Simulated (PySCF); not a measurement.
Simulated C 1s region for `ClC[C@@H]1[C@H]2C[C@@H]12`, binding energy against the vacuum level.

Every computed line was given a Gaussian of 1.0 eV full width at half maximum and an area set by the number of equivalent atoms; the highest printed point is 100. Computed, not measured: PySCF 2.14.0, delta-SCF UKS SCAN, pcX-2 on the ionised atom, pcseg-1 elsewhere, spin-free X2C.

binding energy (eV), intensity and a bar:
```
    289.5          0 
    289.6          1 
    289.7          1 
    289.8          2 #
    289.9          4 #
    290.0          7 ##
    290.1         11 ###
    290.2         17 #####
    290.3         25 ########
    290.4         36 ###########
    290.5         49 ###############
    290.6         62 ###################
    290.7         76 #######################
    290.8         87 ##########################
    290.9         96 #############################
    291.0        100 ##############################
    291.1         99 ##############################
    291.2         94 ############################
    291.3         86 ##########################
    291.4         75 ######################
    291.5         63 ###################
    291.6         52 ################
    291.7         43 #############
    291.8         36 ###########
    291.9         32 ##########
    292.0         30 #########
    292.1         29 #########
    292.2         29 #########
    292.3         28 ########
    292.4         27 ########
    292.5         24 #######
    292.6         21 ######
    292.7         17 #####
    292.8         13 ####
    292.9         10 ###
    293.0          7 ##
    293.1          5 #
    293.2          3 #
    293.3          2 
    293.4          1 
    293.5          0 
    293.6          0 
    293.7          0 
    293.8          0
```

Task: How many maxima does the curve show, and how many computed lines lie under it?

Result: The curve has 1 maximum (at 291.0 eV). Under it lie 4 lines from 4 inequivalent carbon sites. At this width some lines have no maximum of their own.

Task: Decompose the envelope and assign each component. Numbering: `[Cl:1][CH2:2][C@@H:3]1[C@H:4]2[CH2:5][C@@H:6]12`.

Result: 
```
position (eV)  relative area  line  atoms                    environment
       290.92              2  C 1s  C4/C6  sp3 carbon at a ring junction
       291.07              1  C 1s     C5     three-membered-ring carbon
       291.25              1  C 1s     C3     three-membered-ring carbon
       292.30              1  C 1s     C2                sp3 C–Cl carbon
```

The listed C 1s values span 1.38 eV, from C4/C6 (bonded to 3 C and H) to C2 (bonded to Cl, C and 2 H). Summing the Pauling electronegativity differences to the bonded atoms, each weighted by its formal bond order, gives -0.35 for the lowest site and -0.09 for the highest; no listed site has a larger sum than the highest. The smallest sum, -0.70, belongs to C5, 0.15 eV above the lowest.

No satellites, vibrations or lifetime broadening are included. One atom of each set of topologically equivalent atoms was ionised and stands for the set; in this conformer not all members are related by symmetry, and their own values weren't computed. The structure is a single GFN2-xTB conformer in the gas phase; no vibrational or solvent corrections.

Hardware: AMD EPYC 7R13, one thread (shared host). Cost: 56 s of wall time, 0.62 GiB resident at most.

Shape of the structure used: `[Cl:1][CH2:2][C@@H:3]1[C@H:4]2[CH2:5][C@@H:6]12`: Cl1–C2–C3–C4 -84°.
